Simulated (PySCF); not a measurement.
Fluorine: a sound run and one with changed settings

Sound run: F [He] 2s2 2p5, F⁺ [He] 2s2 2p4. All numbers are calculated (PySCF 2.14, the spin-free X2C one-electron Hamiltonian (Gaussian nucleus), in jorge-DZP-DKH). In the sound run the correlated levels freeze 1s2. The sound run starts from symmetry-adapted Hartree-Fock orbitals and uses a fine grid where one is needed.

A second run was set up differently.

```
species   method  sound run (hartree)  changed run (hartree)  converged
      F      UHF            -99.48387              -99.48387        yes
      F     MN15            -99.77434              -99.77434        yes
      F   r2SCAN            -99.79873              -99.79873        yes
      F      MP2            -99.61690              -99.56206        yes
      F  CCSD(T)            -99.62906              -99.62906        yes
     F⁺      UHF            -98.90751              -98.90751        yes
     F⁺     MN15            -99.13005              -99.13005        yes
     F⁺   r2SCAN            -99.15575              -99.15575        yes
     F⁺      MP2            -98.99788              -98.96353        yes
     F⁺  CCSD(T)            -99.01185              -99.01185        yes
```

Ionisation energy of F:

```tsv
method	sound run (eV)	changed run (eV)
UHF	15.684	15.684
MN15	17.532	17.532
r2SCAN	17.497	17.497
MP2	16.844	16.287
SCS-MP2	16.787	16.259
CCSD	16.774	16.774
CCSD(T)	16.795	16.795
```

**Question.** What was changed?
A. all electrons correlated in a valence basis
B. a valence shell is frozen
C. level shift left on
D. basis contracted for another Hamiltonian

**Answer.** C. It used initial guess 1e, at most 50 SCF cycles, level shift 2.0 hartree. A level shift leaves the converged SCF energy unchanged but raises the virtual orbital energies, which shrinks MP2 if it is not removed.
